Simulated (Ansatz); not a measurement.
## How the equilibrium volume per atom of P (model structure, started from the omega type, P6/mmm, No. 191, 3 atoms in the cell) moves with the method

No measured value is used here.

```json
[
 {"level (code)": "PBE (Ansatz)", "value (Å³/atom)": "___"},
 {"level (code)": "PBEsol (Ansatz)", "value (Å³/atom)": "13.85"},
 {"level (code)": "PBE-D3(BJ) (Ansatz)", "value (Å³/atom)": "13.60"}
]
```

Question: What belongs in the gaps?

Answer: 
- PBE (Ansatz, an electronic-structure program), value (Å³/atom): 14.40

Ansatz's density-functional and Hartree–Fock values are scalar-relativistic unless marked +SOC, with PAW data made under PBE.

A model structure was made by putting elements into a prototype or built by hand; it is no filed structure, need not be a known phase, and can be a saddle point held by its symmetry.
